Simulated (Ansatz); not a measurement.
`CC1(C)C=C1F`, relaxed with RKS PBE-D4/def2-SVP in Ansatz 0.2.0 from a rough embedded geometry. The force threshold is 0.03 eV/Å; the program also tests the step.

Total charge 0; spin multiplicity 1.

Start:

```xyz
13

C    -0.452   -1.200    0.307
C     0.058    0.158   -0.021
C     0.297    0.353   -1.478
C     0.966    0.885    0.911
C    -0.348    1.329    0.741
F    -1.167    1.359    1.824
H     0.226   -1.976    0.050
H    -1.413   -1.336   -0.142
H    -0.636   -1.318    1.465
H     0.743    1.324   -1.711
H    -0.593    0.200   -2.052
H     1.081   -0.398   -1.833
H     1.237    0.619    1.939
```

Task: By how much does the energy fall, and how many steps does the optimiser take? (An estimate is asked.)

Result: Ansatz gave: 35.57 kcal/mol, in 11 steps, 1 of them rejected.

Task: Which bonds change most? (Estimate.)

Result: The calculation gave: C4–C5 from 1.397 to 1.304 Å; C2–C4 from 1.491 to 1.569 Å; C1–H9 from 1.178 to 1.108 Å; C1–H7 from 1.061 to 1.111 Å.

Task: Give the relaxed structure. (An estimate is asked.)

Result: Ansatz gave: 
```xyz
13

C    -0.504   -1.347    0.311
C    -0.003    0.075    0.075
C     0.302    0.375   -1.390
C     0.854    0.774    1.188
C    -0.375    1.170    1.006
F    -1.352    1.987    1.373
H     0.243   -2.091   -0.038
H    -1.443   -1.540   -0.252
H    -0.702   -1.533    1.385
H     0.660    1.415   -1.525
H    -0.599    0.235   -2.025
H     1.083   -0.313   -1.779
H     1.835    0.793    1.670
```
